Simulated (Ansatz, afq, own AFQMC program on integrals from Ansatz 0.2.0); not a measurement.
Al$_{2}$, triplet: AFQMC among the cluster methods

```
atom   x (Å)   y (Å)   z (Å)
  Al  0.0000  0.0000  0.0000
  Al  0.0000  0.0000  1.9580
```

Basis cc-pVDZ. Noble-gas cores (and the filled d shells of Ga–Kr and In–Xe) are frozen. Ansatz 0.2.0 and our own AFQMC program on the same integrals; the CISD trial comes from CCSD amplitudes, and released means the phaseless constraint is let go. ± is one standard error of the sampling.

Determinant: UHF, the one that the program's search chose, which needn't be the lowest solution. The geometry is a point of a scan.

Full CI on the same integrals is exact in this basis and with this determinant's frozen core.

Cautions: lower spins were not checked; strong correlation (T1 0.117, weight of the determinant 0.71, largest double 0.21); (T) is large, 7 % of the CCSD correlation; unrestricted determinant spin contaminated (⟨S²⟩ 2.62 against 2.00); the released energies have errors that jump between times, so the bars are unsure, so no released level is given (meV from the phaseless value at times in 1/Eh: -11 ± 5 at 0.24, -11 ± 3 at 0.51, -85 ± 67 at 0.99, -24 ± 3 at 1.62, -25 ± 3 at 2.40).

* T1 diagnostic: 0.1173
* weight of the determinant in the CISD state: 0.714
* ⟨S²⟩ of the determinant: 2.624
* size of the correlated space: 6 electrons in 26 orbitals

Reference: full CI, correlation energy -3.162 eV. The cautions show a poor starting determinant, so the rows tell how each method copes with it here, and full CI is the sure value.

```tsv
level	E − E(reference) (kJ/mol)	share of correlation (%)
HF	305.1	0.00
MP2	122.2	59.95
CCSD	29.6	90.28
CCSD(T)	9.8	96.80
CCSDT	1.9	99.38
CCSDT(Q)	0.0	100.01
CCSDTQ	0.1	99.97
ph-AFQMC/CISD	3.7 ± 0.4	98.78
```

CCSDT and higher add their correlation energy to the determinant of the CCSD(T) run, since their own runs factorise the integrals more tightly (a shift of under 2 meV).
